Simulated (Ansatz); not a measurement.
**Si: C interstitial**

Theory: Ansatz, DFT PBE, scalar-relativistic, plane waves, PAW. (420 eV cutoff, 2×2×2 k-mesh, shifted by half a step, Gaussian smearing of 0.01 eV, collinear spin in charge +1 alone)

Host crystal, relaxed:

```
Si
1.0
     0.00000    2.73505    2.73505
     2.73505    0.00000    2.73505
     2.73505    2.73505    0.00000
Si
2
Direct
  0.75000 0.75000 0.75000
  0.50000 0.50000 0.50000
```

Supercell of 32 atoms, rows in host cell vectors: -1 -1 3; 3 -1 -1; -1 3 -1. Atoms relax at the host's cell from a start displaced at random by 0.06 Å near the defect, so other minima may exist. The cell is small, so energies carry finite-size errors of tenths of an eV. The host's Kohn–Sham gap is 0.61 eV. Atoms are taken from and returned to the elements' standard states. Charged cells are corrected for image charges with the computed static dielectric tensor (mean 13.0) and aligned with the host's potential at far atoms (alignment terms reach 0.09 eV; the program doubts the alignment in some charges, where it is up to 0.09 eV). No band-filling term is added, and the Fermi level counts from the host's valence band top.

Defect: C interstitial at (0.000, 0.000, 0.000) of the host cell.

**Question.** What is the formation energy of the neutral defect?

**Answer.** 3.46 eV.

**Question.** Does the neutral defect carry a moment, and how do its surroundings relax?

**Answer.** The neutral run had no spin polarisation, so a moment wasn't tested. The nearest neighbours before are 4 Si at 2.37 Å, 6 Si at 2.73 Å; after relaxation the atoms near the site are 1 Si at 1.75 Å, 2 Si at 1.82 Å; the largest move is 1.66 Å.

**Question.** Charges +1, 0 were computed. Which is stable where in the gap?

**Answer.** Among the charges computed the stable one is 0 at the valence band top and stays so across the gap. In charge +1 the extra carrier would gain by moving to a band edge of the host, so it isn't bound in the gap, though by less than the errors named above. In charge +1 the cell has partly filled bands: a level of the defect may be part filled, the carrier may sit in the host's bands, or levels may cross between the k points, so transitions that involve it are doubtful. Without the alignment that the program doubts, the level (+1/0) would lie at 0.07 eV, inside the gap, so these runs don't decide whether the defect changes charge there. Other sites of the defect weren't tried. Levels between neighbouring charges: (+1/0) -0.02 eV.

Cost: 3 runs of about 20 core-minutes in all, on Intel Xeon Platinum 8259CL (Skylake/Cascade Lake) (shared hosts).